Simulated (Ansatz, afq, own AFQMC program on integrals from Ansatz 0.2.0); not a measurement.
**AlB, singlet in cc-pVDZ, levels against full CI**

```xyz
2

B     0.0000    0.0000    0.0000
Al    0.0000    0.0000    2.0805
```

Basis cc-pVDZ. Noble-gas cores (and the filled d shells of Ga–Kr and In–Xe) are frozen. AFQMC by an in-house program on the Cholesky factors that Ansatz 0.2.0 writes for its CCSD(T) run. The CISD trial takes its coefficients from CCSD amplitudes. Released means that phaseless walkers are propagated on without the constraint, phases kept. ± is one standard error of the sampling.

Determinant: RHF, the one that the program's search chose, which needn't be the lowest solution. The geometry is a PBE0/def2-TZVP stationary point of this or a neighbouring charge and spin state.

Full CI on the same integrals is exact in this basis and with this determinant's frozen core.

Cautions: higher spins were not checked; restricted determinant unstable towards unrestricted (UHF 1.66 eV lower, ⟨S²⟩ 1.26); the search met a lower determinant of the same kind, perhaps of another symmetry (313 meV lower), and this one is a saddle point; strong correlation (T1 0.060, weight of the determinant 0.77, largest double 0.17); (T) is large, 7 % of the CCSD correlation; the CCSDTQ amplitudes may be one of several solutions (largest double 0.89); the released energies are still falling, so no released level is given (meV from the phaseless value at times in 1/Eh: -16 ± 10 at 0.24, -43 ± 11 at 0.51, -67 ± 10 at 0.99, -85 ± 12 at 1.62, -105 ± 16 at 2.40); the determinant fills πx and πy unequally, so it mixes two states of the linear molecule, and each level undoes that mixture to a different degree, while full CI gives the lower state, and by Hund's rule a triplet of that filling probably lies lower still; CCSDTQ on the UHF determinant differs (583 meV lower), perhaps since the unrestricted series falls towards higher spin.

* T1 diagnostic: 0.0598
* weight of the determinant in the CISD state: 0.769
* size of the correlated space: 6 electrons in 26 orbitals

| level | correlation energy (eV) |
| --- | --- |
| MP2 | -3.1588 |
| CCSD | -4.2374 |
| CCSD(T) | -4.5234 |

(1) Estimate where phaseless AFQMC with the Hartree–Fock trial lies against CCSD(T) on the same integrals.

(1) 5.41 ± 1.79 mEh above CCSD(T).

Reference: full CI, correlation energy -4.710 eV. The cautions show a poor starting determinant, so the rows tell how each method copes with it here, and full CI is the sure value.

```csv
level,E − E(reference) (mEh),share of correlation (%)
CCSD(T),6.87,96.03
CCSDT,4.42,97.45
CCSDT(Q),1.68,99.03
CCSDTQ,0.19,99.89
ph-AFQMC/HF,12.27 ± 1.79,92.91
ph-AFQMC/CISD,8.28 ± 0.31,95.22
```

CCSDT and higher add their correlation energy to the determinant of the CCSD(T) run, since their own runs factorise the integrals more tightly (a shift of under 2 meV).
